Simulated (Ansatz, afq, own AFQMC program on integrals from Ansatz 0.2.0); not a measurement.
**Where AFQMC and coupled cluster stand for AlH, triplet**

```yaml
atoms:
  - { symbol: Al, position_ang: [0.0000, 0.0000, 0.0000] }
  - { symbol: H, position_ang: [0.0000, 0.0000, 1.4190] }
```

Basis cc-pVTZ. Noble-gas cores (and the filled d shells of Ga–Kr and In–Xe) are frozen. Integrals, coupled cluster, full CI and functionals: Ansatz 0.2.0; the random walks run on the same integrals in our own AFQMC program. The CISD trial takes its coefficients from CCSD amplitudes. Released means that phaseless walkers are propagated on without the constraint, phases kept. ± is one standard error of the sampling.

Determinant: UHF, the one that the program's search chose, which needn't be the lowest solution. The geometry is a point of a scan.

Full CI on the same integrals is exact in this basis and with this determinant's frozen core.

Cautions: lower spins were not checked.

The T1 diagnostic is 0.0237, the weight of the determinant in the CISD state is 0.952 and the ⟨S²⟩ of the determinant is 2.004. The size of the correlated space is 4 electrons in 43 orbitals.

Reference: full CI, correlation energy -1.554 eV. The released energy is read at 2.40 1/Eh (meV from the phaseless value at times in 1/Eh: 1.2 ± 0.6 at 0.24, 0.6 ± 0.4 at 0.51, -1.4 ± 0.4 at 0.99, -1.5 ± 0.5 at 1.62, -2.4 ± 0.5 at 2.40).

```csv
level,E − E(reference) (kcal/mol),share of correlation (%)
HF,35.83,0.00
MP2,9.48,73.55
CCSD,1.11,96.89
CCSD(T),0.31,99.12
CCSDT,0.01,99.96
CCSDT(Q),0.00,99.99
ph-AFQMC/CISD,0.07 ± 0.05,99.80
released AFQMC,0.02 ± 0.01,99.95
```

CCSDT and higher add their correlation energy to the determinant of the CCSD(T) run, since their own runs factorise the integrals more tightly (a shift of under 2 meV). A walk keeps the symmetry of its determinant, which the program's search chose and which needn't be the lowest solution, so a lower state of the same spin and another symmetry isn't excluded. Released energies are given only where the last usable release times agree within the noise; a slower fall can still hide under it.
